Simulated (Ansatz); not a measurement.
Saddle point of C$_{2}$H$_{4}$Cl, doublet (C₂H₄Cl ([CH2][CH2][Cl]) → C₂H₄Cl ([CH2][CH2][Cl]); bonds formed: Cl1–C3; bonds broken: Cl1–C2), PBE0-D4/def2-TZVP structure:

Cl1  (2.069, -0.038, 0.394)
C2  (-0.221, 0.321, -0.650)
C3  (-0.455, -0.309, 0.521)
H4  (-0.068, -0.234, -1.567)
H5  (-0.200, 1.402, -0.713)
H6  (-0.629, 0.247, 1.434)
H7  (-0.497, -1.389, 0.580)
(Å)

Energies are electronic, without zero-point energy. Barriers and step energies count from the start structure reached by relaxing down the imaginary mode; all methods use the PBE0-D4 structures, on which another method's saddle can fall below an end. Ansatz 0.2.0; basis: def2-TZVPP, with def2-QZVPP for the basis limit; cores frozen in the correlated methods; orbitals are unrestricted. B3LYP uses VWN-RPA correlation. Extrapolation: Hartree–Fock as exp(−7.88 √X), correlation as X^−2.97.

```csv
method,barrier (eV),step energy (eV)
SPW92,0.398,0.000
PBE-D4,0.348,0.000
BLYP-D4,?,0.000
r2SCAN-D4,0.480,0.000
B97M-V,0.385,0.000
PBE0-D4,0.524,0.000
B3LYP-D4,0.284,0.000
r2SCAN0-D4,?,0.000
BHLYP-D4,0.464,0.000
CAM-B3LYP-D4,0.421,0.000
wB97X-V,0.515,0.000
wB97M-V,0.452,0.000
B2PLYP,0.381,0.000
PBE-QIDH,?,0.000
RPA on PBE,0.332,0.000
HF,0.716,0.000
MP2,0.513,0.000
CCSD,0.537,0.000
CCSD(T),0.481,0.000
```

Q: Fill in the withheld barriers. (To be estimated.)

A: Computed: PBE-QIDH 0.632; r2SCAN0-D4 0.608; BLYP-D4 0.129 eV. Each is the energy of the saddle less that of the start structure, by the same method.

For comparison, the barrier by CCSD(T) at an estimated basis limit (MP2 extrapolated from triple and quadruple zeta, plus CCSD(T) − MP2 in triple zeta) is 0.487 eV.

T1 diagnostic: at most 0.012. ⟨S²⟩ of the unrestricted Hartree–Fock references: 0.76 to 0.77 (a pure state has 0.75).

Labels in which every atom is bracketed show which atoms are joined, not bond orders.

For scale, one of the runs: CCSD(T)/def2-TZVPP, 160 basis functions, launched by `ansatz run in.yaml --threads 2 --pin off --events-out ev --progress --plain --max-ram 4352MiB`. Hardware: 2 CPU threads, shared host. Wall time 43 s; peak host memory 2.8 GiB.
